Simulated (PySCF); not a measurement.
# How the functional moves excitation energies

Species: C4H7Cl.
SMILES: `Cl/C=C\CC`

Linear-response calculations in the def2-SVPD basis (PySCF; singlets by full response, triplets Tamm–Dancoff, core orbitals frozen in the response; HF means time-dependent Hartree–Fock). 'Strongest' is the level of largest summed f among the singlets computed (10 roots, of which the last may lack a degenerate partner); it can jump between rows when another state enters that window. S1 is the lowest singlet of each run and needn't be the same state throughout; f(S1) is that of one state. One conformer (not necessarily the lowest) at the PBE0-D3(BJ)/def2-SVP geometry, without solvent, vibrations or thermal averaging.

```csv
functional,kind,S1 (eV),f(S1),strongest (eV),T1 (eV),HOMO (eV),gap (eV),"ionisation energy, ΔSCF (eV)"
LDA,LDA,6.01,0.110,6.01,4.37,-6.22,4.96,9.35
PBE,GGA,5.98,0.083,6.27,4.18,-6.08,5.02,9.16
B3LYP,"global hybrid, 20% exact exchange",6.32,0.065,6.55,4.19,-7.00,6.69,9.31
PBE0,"global hybrid, 25% exact exchange",6.52,0.090,6.70,4.12,-7.22,7.15,9.32
CAM-B3LYP,range-separated hybrid,6.67,0.082,6.81,4.16,-8.53,9.52,9.42
wB97X-D,range-separated hybrid,6.79,0.218,6.79,4.27,-9.05,10.77,9.39
LC-wPBE,range-separated hybrid,7.03,0.391,7.03,4.05,-9.90,12.04,9.56
HF,Hartree–Fock,7.23,0.515,7.23,3.63,-9.73,12.44,not settled
```

Problem. What does BHandHLYP (global hybrid, 50% exact exchange) give?

Solution. S1 (eV) 6.78, f(S1) 0.070, strongest (eV) 6.94, T1 (eV) 4.08, HOMO (eV) -8.22, gap (eV) 9.14, ionisation energy, ΔSCF (eV) 9.29. S1 runs from 5.98 eV (PBE) to 7.23 eV (HF), a spread of 1.25 eV, while the orbital gap spreads over 7.5 eV. Along PBE (0%), B3LYP (20%), PBE0 (25%), BHandHLYP (50%), HF (100%) S1 rises with the share of exact exchange. −ε(HOMO) comes closest to its own ΔSCF ionisation energy with wB97X-D (-0.33 eV) and misses most with LDA (-3.13 eV). 'Not settled' means that the ion's SCF failed to converge or may have ended in another state than the lowest.
